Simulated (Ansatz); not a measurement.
Ideal-gas functions of AlH₆NSi (`[AlH2][NH][SiH3]`) at 298.15 K and 1 bar, from an Ansatz frequency run at PBE0-D4/def2-TZVP.

Molar mass 75.12 g/mol, point group Cs (symmetry number 1), electronic degeneracy 1, moments of inertia 18.238, 165.52, 177.967 u Å². Harmonic wavenumbers (cm⁻¹, unscaled): 105, 175, 186, 493, 518, 598, 604, 717, 763, 786, 934, 938, 957, 986, 1135, 1936, 1952, 2197, 2206, 2234, 3585.

Use S(trans) = R[1.5 ln M + 2.5 ln T − 1.1517]; rotational temperatures θ = 24.2544 K / I; S(rot) = R[ln(√π/σ · √(T³/θAθBθC)) + 1.5]; for each mode x = 1.438777 ν̃/T, S = R[x/(eˣ − 1) − ln(1 − e⁻ˣ)] and H = RT x/(eˣ − 1); 1 cm⁻¹ = 0.0119627 kJ/mol; R = 8.31446 J/(mol·K).

**Question.** By hand: the entropy, in J/(mol·K).

**Answer.** Translation 162.7. Rotation: θ = 1.3299, 0.1465, 0.1363 K, giving 103.4. Vibration, mode by mode: 14.06, 9.96, 9.49, 2.83, 2.57, 1.90, 1.85, 1.20, 1.00, 0.92, 0.51, 0.50, 0.47, 0.41, 0.23, 0.01, 0.01, 0.00, 0.00, 0.00, 0.00, in all 47.9. Electronic 0.0. Sum 314.0 J/(mol·K).

**Question.** By hand: H − E and G − E in kJ/mol, counted from the electronic energy.

**Answer.** Zero-point energy ½ × 24005 × 0.0119627 = 143.6; thermal vibration 8.3; translation, rotation and pV give 4 RT = 9.9. H − E = 161.8 kJ/mol, and G − E = 161.8 − 298.15 × 314.0/1000 = 68.2 kJ/mol.

Vibration gives 15 % of the entropy, 14.1 J/(mol·K) of it from the mode under 150 cm⁻¹: soft modes count most, and the harmonic formula is weakest for them.
